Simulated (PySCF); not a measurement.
H3N, SMILES N (connectivity only; charge and spin as stated), charge +1, multiplicity 2.

The structure is a stationary point at r2SCAN-D4/def2-TZVPD. The multiplicity is an assumed one; other spin states were not compared.

Computed with PySCF with TDA-CAM-B3LYP/def2-TZVPD.

Vertical excitations; the highest root listed may be one member of a degenerate set. Gas-phase values at a fixed geometry.

Computed UV-visible absorptions:
```
state    energy (eV)  λ (nm)      f                                                  main pairs
-------  -----------  ------  -----  ----------------------------------------------------------
root 1          6.89     180  0.000                                β HOMO→LUMO (degenerate set)
root 2          6.89     180  0.000                              β HOMO−1→LUMO (degenerate set)
root 3         11.05     112  0.015                                            α HOMO→LUMO 95 %
root 4         13.25      94  0.000                              α HOMO→LUMO+2 (degenerate set)
root 5         13.25      94  0.000                              α HOMO→LUMO+1 (degenerate set)
root 6         14.68      84  0.001             α HOMO−2→LUMO, β HOMO−1→LUMO+1 (degenerate set)
root 7         14.68      84  0.001               α HOMO−1→LUMO, β HOMO→LUMO+1 (degenerate set)
root 8         15.34      81  0.000                              α HOMO→LUMO+3 (degenerate set)
root 9         15.34      81  0.000                              α HOMO→LUMO+4 (degenerate set)
root 10        15.48      80  0.000  α HOMO→LUMO+5 86 %, β HOMO−1→LUMO+2 6 %, β HOMO→LUMO+3 6 %
```
Unrestricted roots are not spin-pure.
